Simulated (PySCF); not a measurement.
# CHF: relaxation and vibrations of the singlet

Aim: relax CHF as a singlet from a linear start, check by its vibrations whether the end is a minimum, and collect its spectrum and constants.

The runs use PySCF 2.14.0; PBE0, basis C def2-TZVP, H def2-TZVP, F def2-TZVP, no relativity, density fitting.

### 1 Starting geometry

3 atoms, charge 0, spin multiplicity 1.

Bond lengths: C1–H2 1.070 Å, C1–F3 1.390 Å. Angles: H2–C1–F3 180.0°.

Coordinates in bohr (charge 0 multiplicity 1):
```
C     0.0000    0.0000    0.0000
H     0.0000    0.0000   -2.0220
F     0.0000    0.0000    2.6267
```

### 2 The SCF at the typed geometry

One driver script runs all steps and calls PySCF; scf.py shows how it sets up the SCF of each step. The optimiser is the driver's own. After this first run the driver tries any further starts and a stability analysis.

The input, scf.py:

```python
from pyscf import gto, scf, dft
mol = gto.M(atom='''
C      0.000000     0.000000     0.000000
H      0.000000     0.000000    -1.070000
F      0.000000     0.000000     1.390000''',
    basis={'C': 'def2-TZVP', 'H': 'def2-TZVP', 'F': 'def2-TZVP'},
    charge=0, spin=0)
mf = dft.RKS(mol, xc='PBE0')
mf.grids.atom_grid = (50, 194)
aux = {'C': 'def2-universal-JKFIT', 'H': 'def2-universal-JKFIT', 'F': 'def2-universal-JKFIT'}
mf = mf.density_fit(auxbasis=aux)
mf.conv_tol = 1e-08
mf.diis_space = 10
mf.max_cycle = 60
mf.init_guess = 'minao'
mf.verbose = 4
mf.kernel()
```

Run with:

```
OMP_NUM_THREADS=2 python axn.py task.json out
```

The runs that follow: Relaxing the singlet from the linear start; Is it a minimum? Harmonic modes; Following the imaginary mode; Is it a minimum? Harmonic modes.

What does the calculation give? Wanted: minimum; geometry; wavenumbers; dipole moment; highest occupied, lowest empty level; polar-tensor charge of C1; zero-point energy; atomisation energy.

**Answer**, as computed:

| quantity | value |
| --- | --- |
| minimum | singlet, Cs |
| geometry | C–F 1.301 Å, C–H 1.126 Å; F–C–H 102.3° |
| wavenumbers (cm⁻¹) | 1249 (a'), 1443 (a'), 2774 (a') |
| dipole moment | 1.50 D |
| highest occupied, lowest empty level | -7.23, -2.76 eV |
| polar-tensor charge of C1 | +0.40 e |
| zero-point energy | 32.7 kJ/mol |
| entropy at 298.15 K | 223.1 J/(mol K) |
| atomisation energy (no zero-point energy) | 880 kJ/mol |

The linear start (C∞v) ends in a minimum of Cs symmetry, after a stop at a saddle point 312.6 kJ/mol higher, from which it was pushed off along an imaginary mode. In the infrared the band at 2774 cm⁻¹ (a', stretch) leads. Other starts or spin states, not run here, may lie lower.
